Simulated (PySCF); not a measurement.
C₆H₇ (charge -1).
Atom-mapped SMILES: `[C-:1]#[C:2][CH2:3][CH2:4][CH:5]=[CH2:6]` (hydrogens: H7, H8 on C3; H9, H10 on C4; H11 on C5; H12, H13 on C6)

Computed geometry: GFN2-xTB, gas phase.

Problem. Give the optimised bond lengths and angles.

Solution. 
```tsv
bond	length (Å)	order
C1≡C2	1.227	triple
C2–C3	1.479	single
C3–C4	1.557	single
C4–C5	1.480	single
C5=C6	1.335	double
C3–H7, C3–H8	1.106	single
C4–H9, C4–H10	1.094	single
C5–H11	1.087	single
C6–H12	1.080	single
C6–H13	1.079	single
```

Bonds in one row agree within 0.01 Å and their mean is given. Orders are formal, as drawn. A selection of angles:
```tsv
angle	degrees
C1–C2–C3	175.9
C2–C3–C4	112.0
C2–C3–H7	111.2
C4–C3–H7	107.7
H7–C3–H8	106.8
C3–C4–C5	109.8
C3–C4–H9	107.9
C3–C4–H10	108.6
C5–C4–H9	111.0
H9–C4–H10	108.5
C4–C5–C6	125.3
C4–C5–H11	115.5
C6–C5–H11	118.9
C5–C6–H12	122.4
C5–C6–H13	121.5
H12–C6–H13	116.1
```

Torsions: C2–C3–C4–C5 180° (antiperiplanar); C3–C4–C5–C6 -102° (anticlinal). The mirror-image conformer, all signs reversed, is as good.

C5 (alkene CH carbon) is planar (angles 125.3°, 118.9° and 115.5°, sum 359.7°, 0.04 Å off the plane of its three neighbours). The C–C distances run from 1.227 Å (C1≡C2, drawn triple) to 1.557 Å (C3–C4, drawn single), a spread of 0.330 Å. C6 (terminal =CH2 carbon) is planar (angles 122.4°, 121.5° and 116.1°, sum 360.0°, 0.00 Å off the plane of its three neighbours). Of the pairs four or more bonds apart, H10···H13 is among the closest relative to their van der Waals radii: 2.49 Å, 104 % of the sum of Bondi's values.

Point group: C1 (no symmetry element, even within 0.4 Å). Whether it is a minimum is left open (no frequencies).
